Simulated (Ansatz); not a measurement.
System: zinc-blende HgSe. Method: B3LYP (VWN-RPA form) in Ansatz (PAW).

Numerical settings: plane-wave cutoff 460 eV, 8×8×8 k mesh, Fermi–Dirac smearing 0.01 eV, scalar-relativistic PAW data made under PBE.

A third-order Birch–Murnaghan fit to the energies gives V0 = 31.338 Å³/atom, B0 = 42.5 GPa, B′ = 4.9.

| V (Å³/atom) | P (GPa) |
|---|---|
| 28.984 | ? |
| 29.764 | 2.48 |
| 30.547 | ? |
| 30.981 | ? |
| 31.330 | 0.01 |
| 32.113 | -0.98 |
| 32.897 | ? |

**Question.** Estimate the withheld pressures from this fit; the answers are the runs' own values.

**Answer.** 
- 28.984, P (GPa): 4.02
- 30.547, P (GPa): 1.15
- 30.981, P (GPa): 0.50
- 32.897, P (GPa): -1.84

The formula P = (3/2) B0 (x^(7/3) − x^(5/3)) [1 + (3/4)(B′ − 4)(x^(2/3) − 1)] with x = V0/V meets the computed pressures within 0.01 GPa when these rounded values are put in.

Measured, for comparison: bulk modulus 50 GPa (temperature not stated, not corrected to a static lattice, our sources range from 48.5 to 51.6; as tabulated in Toher et al. (2017), arXiv:1611.05714); equilibrium volume per atom 28.16 Å³/atom (293 K, not corrected to a static lattice; as tabulated in Cardona et al. (2009), arXiv:0908.2634). Computed (rounded) less measured: bulk modulus -15 % (-12 % to -18 % over the range), equilibrium volume per atom +11.3 %.

Note: the cell is over a tenth larger than the published one (another phase or state, or a fault of the published cell, is possible).

Spin–orbit coupling is not included; it can open a gap where bands touch, and shift volumes and moduli.

Computed values are for the static lattice.

The result took around 17 core-minutes (rough).

Ansatz is a program for electronic structure.
